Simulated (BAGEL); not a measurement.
# B3LYP/def2-SVP (density fitting with qzvpp-jkfit) run of C3H4N2 (SMILES C1=NC=NC1)

What is the energy change on altering one bond length of C3H4N2 at B3LYP/def2-SVP (density fitting with qzvpp-jkfit)? 

The calculation is run with BAGEL 1.2.2.

1 further run of the same task is left out (set aside as unsound or not needed). Runs told in other sessions of the task aren't counted.

## Step 1: Starting point

C3H4N2: 9 atoms, total charge 0, spin state singlet. As SMILES, `C1=NC=NC1`. Geometry: relaxed at GFN2-xTB.

Bond lengths: C1–N2 1.279 Å, N2–C3 1.398 Å, C3–N4 1.274 Å, C1–C5 1.499 Å, N4–C5 1.435 Å, C1–H6 1.074 Å, C3–H7 1.074 Å, C5–H8 1.092 Å, C5–H9 1.092 Å. Some angles: C1–N2–C3 104.7°, N2–C1–C5 110.7°, N2–C3–N4 116.3°, C3–N4–C5 105.8°, C1–C5–N4 102.5°, N2–C1–H6 123.2°, C5–C1–H6 126.1°, N2–C3–H7 120.0°, N4–C3–H7 123.7°, C1–C5–H8 113.1°.

## Step 2: The energy at B3LYP/def2-SVP (density fitting with qzvpp-jkfit)

Contents of calc.json:

```json
{ "bagel" : [

{
  "title" : "molecule",
  "basis" : "svp",
  "df_basis" : "qzvpp-jkfit",
  "angstrom" : true,
  "geometry" : [
    { "atom" : "C", "xyz" : [   -0.439320,    0.876870,   -0.356850 ] },
    { "atom" : "N", "xyz" : [    0.750210,    0.818850,   -0.822370 ] },
    { "atom" : "C", "xyz" : [    1.274490,   -0.370400,   -0.307560 ] },
    { "atom" : "N", "xyz" : [    0.500070,   -1.052400,    0.439960 ] },
    { "atom" : "C", "xyz" : [   -0.730260,   -0.316020,    0.503290 ] },
    { "atom" : "H", "xyz" : [   -1.115860,    1.683280,   -0.569960 ] },
    { "atom" : "H", "xyz" : [    2.279040,   -0.664130,   -0.549710 ] },
    { "atom" : "H", "xyz" : [   -0.962660,   -0.052300,    1.537460 ] },
    { "atom" : "H", "xyz" : [   -1.555700,   -0.923760,    0.125740 ] }
  ]
},
{
  "title" : "ks",
  "xc_func" : "b3lyp"
},
{
  "title" : "print",
  "file" : "orbitals.molden",
  "orbitals" : true
}

]}
```

Started as:

```console
$ BAGEL_NUM_THREADS=1 BAGEL calc.json > calc.out
```

The log of the run:

```text
* using 1 threads per process

  ===============================================================
  ===============================================================

  *** Geometry ***

  { "atom" : "C", "xyz" : [     -0.830194,      1.657044,     -0.674349 ] },
  { "atom" : "N", "xyz" : [      1.417691,      1.547402,     -1.554054 ] },
  { "atom" : "C", "xyz" : [      2.408437,     -0.699955,     -0.581204 ] },
  { "atom" : "N", "xyz" : [      0.944995,     -1.988748,      0.831404 ] },
  { "atom" : "C", "xyz" : [     -1.379991,     -0.597191,      0.951080 ] },
  { "atom" : "H", "xyz" : [     -2.108670,      3.180938,     -1.077068 ] },
  { "atom" : "H", "xyz" : [      4.306761,     -1.255024,     -1.038801 ] },
  { "atom" : "H", "xyz" : [     -1.819164,     -0.098833,      2.905378 ] },
  { "atom" : "H", "xyz" : [     -2.939847,     -1.745653,      0.237614 ] },

  Number of auxiliary basis functions:      451

  Since a DF basis is specified, we compute 2- and 3-index integrals:
    o Being stored without compression. Storage requirement is 0.029 GB

  Number of basis functions:       90
  Number of electrons      :       36

    * METHOD: MOLECULE                             0.35

  *** Kohn-Sham DFT ***

    * Removing 18708 points whose weight is below 1.00e-10
    * Grid points: 115446

  === Nuclear Repulsion ===
   162.2462224966

       - DIIS with orbital gradients will be used.

  === KS iteration (b3lyp / svp) ===
      0       -191.26581351          0.15554025           0.55
      1       -177.06855576          0.16854387           0.53
      2       -182.82245406          0.19140177           0.52
      3       -219.93054263          0.09295298           0.52
      4       -219.96829420          0.09028562           0.52
      5       -224.93461011          0.04378644           0.52
      6       -225.53102475          0.02863262           0.52
      7       -225.63838019          0.02656937           0.53
      8       -225.99860753          0.00658480           0.55
      9       -226.01630101          0.00287110           0.54
     10       -226.01997972          0.00071557           0.53
     11       -226.02014171          0.00042162           0.53
     12       -226.02022732          0.00002530           0.53
     13       -226.02022754          0.00001702           0.53
     14       -226.02022769          0.00000538           0.53
     15       -226.02022771          0.00000108           0.53
     16       -226.02022771          0.00000127           0.53
     17       -226.02022771          0.00000028           0.53
     18       -226.02022771          0.00000011           0.53
     19       -226.02022771          0.00000003           0.53
     20       -226.02022771          0.00000003           0.52
     21       -226.02022771          0.00000001           0.52
    * SCF iteration converged.

    * Permanent dipole moment:
           (    0.749686,    -0.225496,    -0.176503) a.u.

    * METHOD: KS                                  12.63

    * METHOD: PRINT                                0.03

  ===============================================================
```

It took 13 s on 1 thread of Arm Neoverse N1, shared host; peak memory 0.47 GiB.

## Step 3: The distorted shape

Contents of input.json:

```json
{ "bagel": [

{
  "title": "molecule",
  "basis": "svp",
  "df_basis": "qzvpp-jkfit",
  "angstrom": true,
  "geometry": [
    { "atom": "C", "xyz": [    0.221000,    1.363039,   -0.054825 ] },
    { "atom": "N", "xyz": [    1.410530,    1.305019,   -0.520345 ] },
    { "atom": "C", "xyz": [    1.934810,    0.115769,   -0.005535 ] },
    { "atom": "N", "xyz": [    1.160390,   -0.566231,    0.741985 ] },
    { "atom": "C", "xyz": [   -0.069940,    0.170149,    0.805315 ] },
    { "atom": "H", "xyz": [   -0.455540,    2.169449,   -0.267935 ] },
    { "atom": "H", "xyz": [    2.939360,   -0.177961,   -0.247685 ] },
    { "atom": "H", "xyz": [   -0.302340,    0.433869,    1.839485 ] },
    { "atom": "H", "xyz": [   -1.555700,   -0.923760,    0.125740 ] }
  ]
},
{ "title": "ks", "xc_func": "b3lyp" },
{ "title": "print", "file": "orbitals.molden", "orbitals": true }

]}
```

Started as:

```console
$ BAGEL_NUM_THREADS=1 BAGEL input.json > input.out
```

The log of the run:

```text
* using 1 threads per process

  ===============================================================
  ===============================================================

  *** Geometry ***

  { "atom" : "C", "xyz" : [      0.417629,      2.575770,     -0.103604 ] },
  { "atom" : "N", "xyz" : [      2.665515,      2.466128,     -0.983310 ] },
  { "atom" : "C", "xyz" : [      3.656261,      0.218772,     -0.010460 ] },
  { "atom" : "N", "xyz" : [      2.192819,     -1.070022,      1.402148 ] },
  { "atom" : "C", "xyz" : [     -0.132167,      0.321535,      1.521825 ] },
  { "atom" : "H", "xyz" : [     -0.860846,      4.099664,     -0.506324 ] },
  { "atom" : "H", "xyz" : [      5.554585,     -0.336298,     -0.468057 ] },
  { "atom" : "H", "xyz" : [     -0.571340,      0.819894,      3.476123 ] },
  { "atom" : "H", "xyz" : [     -2.939847,     -1.745653,      0.237614 ] },

  Number of auxiliary basis functions:      451

  Since a DF basis is specified, we compute 2- and 3-index integrals:
    o Being stored without compression. Storage requirement is 0.029 GB

  Number of basis functions:       90
  Number of electrons      :       36

    * METHOD: MOLECULE                             0.35

  *** Kohn-Sham DFT ***

    * Removing 17798 points whose weight is below 1.00e-10
    * Grid points: 116356

  === Nuclear Repulsion ===
   159.5333921190

       - DIIS with orbital gradients will be used.

  === KS iteration (b3lyp / svp) ===
      0       -191.18346941          0.15232799           0.54
      1       -177.39921696          0.16037852           0.52
      2       -183.83031834          0.19188519           0.52
      3       -219.30714969          0.09478487           0.52
      4       -219.89823934          0.08618948           0.52
      5       -224.55157004          0.04449742           0.52
      6       -225.61713714          0.02231582           0.52
      7       -225.52092097          0.02613203           0.52
      8       -225.88836746          0.00463270           0.52
      9       -225.89683162          0.00289677           0.52
     10       -225.90106257          0.00157075           0.52
     11       -225.90256624          0.00022009           0.52
     12       -225.90259474          0.00007847           0.52
     13       -225.90259796          0.00004636           0.52
     14       -225.90259930          0.00000792           0.52
     15       -225.90259939          0.00000591           0.52
     16       -225.90259940          0.00000337           0.52
     17       -225.90259941          0.00000268           0.52
     18       -225.90259941          0.00000109           0.52
     19       -225.90259941          0.00000070           0.52
     20       -225.90259941          0.00000025           0.52
     21       -225.90259941          0.00000008           0.52
     22       -225.90259941          0.00000004           0.52
     23       -225.90259941          0.00000003           0.52
     24       -225.90259941          0.00000002           0.52
     25       -225.90259941          0.00000001           0.53
    * SCF iteration converged.

    * Permanent dipole moment:
           (    0.538547,    -0.318736,    -0.182306) a.u.

    * METHOD: KS                                  14.59

    * METHOD: PRINT                                0.03

  ===============================================================
```

It took 15 s on 1 thread of Arm Neoverse N1, shared host; peak memory 0.47 GiB.

## Step 4: What came out

Level: B3LYP/def2-SVP (density fitting with qzvpp-jkfit).

| quantity | value |
| --- | --- |
| first shape: total energy | -226.02023 Eh |
| first shape: dipole moment | 2.04 D |
| first shape: HOMO energy | -7.38 eV |
| first shape: LUMO energy | -1.60 eV |
| first shape: HOMO–LUMO gap | 5.78 eV |
| distorted shape: total energy | -225.90260 Eh |
| distorted shape: dipole moment | 1.66 D |
| distorted shape: HOMO energy | -7.55 eV |
| distorted shape: LUMO energy | -3.56 eV |
| distorted shape: HOMO–LUMO gap | 3.99 eV |
| energy change with the C5–H9 bond stretched from 1.092 to 1.966 Å | 3.201 eV |

One bond (distorted shape) is far stretched, which a spin-restricted single reference describes badly; a broken-symmetry solution may lie lower. With the C5–H9 bond stretched from 1.092 to 1.966 Å the energy rises by 3.20 eV (74 kcal/mol). The first shape isn't relaxed at this level, so the change isn't measured from a minimum. A restricted reference can't describe the breaking bond well at this length.
